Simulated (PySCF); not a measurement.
## Basis set benchmark on one molecule

Molecule: `C(C)CC(=O)Cl`, C$_{4}$H$_{7}$ClO.

Bonds (- single, = double, # triple, : aromatic): C1-C2 1.520 Å, C2-C3 1.519 Å, C3-C4 1.499 Å, C4=O5 1.182 Å, C4-Cl6 1.798 Å. C1 carries H7, H8, H9; C2 carries H10, H11; C3 carries H12, H13.

Geometry PBE0-D3(BJ)/def2-SVP throughout; GIAO in PySCF 2.14.0 with density-fitted response routines, gas phase, one conformer, non-relativistic; equivalent atoms averaged; functional PBE0.

Reference values (measured; solution, not stated per compound (mostly CDCl3 or CCl4); Pretsch, Buehlmann, Badertscher, Structure Determination of Organic Compounds, 4th ed. (2009)): δ(C3) = 48.9 ppm, δ(C2) = 18.8 ppm, δ(C1) = 13.0 ppm, δ(H12/H13) = 2.87 ppm, δ(H10/H11) = 1.74 ppm, δ(H7/H8/H9) = 1.00 ppm. Computed shifts are taken against TMS, calculated as an isolated molecule at each level.

Task: How do the basis sets STO-3G, 6-31G, 6-31G*, def2-SVP, 6-311+G(2d,p), def2-TZVP perform against the reference? Times are CPU seconds on 1 thread of an Arm Neoverse V1, shared host.

Result: 
| basis set | functions | C3 | C2 | C1 | H12/H13 | H10/H11 | H7/H8/H9 | mean abs. error C | mean abs. error H | core-s |
| --- | --- | --- | --- | --- | --- | --- | --- | --- | --- | --- |
| STO-3G | 41 | 38.6 | 24.5 | 19.8 | 2.32 | 1.31 | 0.88 | 7.6 | 0.37 | 3.2 |
| 6-31G | 72 | 49.9 | 19.1 | 14.5 | 2.79 | 1.68 | 1.00 | 0.9 | 0.05 | 6.2 |
| 6-31G* | 102 | 48.0 | 19.0 | 14.0 | 2.59 | 1.60 | 0.87 | 0.7 | 0.18 | 8.4 |
| def2-SVP | 123 | 47.9 | 19.0 | 13.9 | 2.51 | 1.32 | 0.75 | 0.7 | 0.34 | 9.4 |
| 6-311+G(2d,p) | 212 | 51.4 | 20.7 | 13.5 | 2.86 | 1.61 | 0.86 | 1.6 | 0.09 | 22 |
| def2-TZVP | 234 | 52.4 | 21.4 | 14.4 | 2.86 | 1.62 | 0.87 | 2.5 | 0.09 | 28 |

For ¹³C the closest is 6-31G* (0.7 ppm, with def2-SVP, 6-31G practically level) and the furthest STO-3G (7.6 ppm).

For ¹H the closest is 6-31G (0.05 ppm) and the furthest STO-3G (0.37 ppm). Where a smaller basis beats a larger one, errors probably cancel. One molecule is a small sample, and vibrational and solvent effects are absent from the calculation.

A small basis that lands close on one nucleus may do so by chance; judge by the trend and by all nuclei.
